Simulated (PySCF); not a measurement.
# Vibration and rotation of BN

PBE0 constants of BN, ³Π (triplet), unpaired electrons σ ↑, π ↑ (PySCF, no relativity, basis sets B def2-TZVPP, N def2-TZVPP; masses 11.0093 and 14.0031 u):

| Quantity | Value |
| --- | --- |
| ωe | 1594.8 cm⁻¹ |
| ωexe | 12.4 cm⁻¹ |
| Be | 1.5805 cm⁻¹ |
| αe | 0.0163 cm⁻¹ |
| D (centrifugal) | 6.21e-06 cm⁻¹ |
| De to B + N | 4.81 eV |

(1) Give the vibrational terms G(v) and spacings up to v = 6.

(2) How well does the Morse estimate ωe²/(4ωexe) reproduce De, and what is D0?

The state was picked by a PBE0 search and need not be the measured ground state.

Answers

(1) G(v) = ωe(v+½) − ωexe(v+½)².

```tsv
v	G(v) (cm⁻¹)	G(v) − G(v−1)	Bv (cm⁻¹)
0	794		1.572
1	2364	1570	1.556
2	3910	1545	1.540
3	5430	1520	1.523
4	6925	1496	1.507
5	8396	1471	1.491
6	9842	1446	1.475
```

(2) It gives 6.36 eV, 132 % of the computed De. D0 = De − G(0) = 4.81 − 0.10 = 4.71 eV.
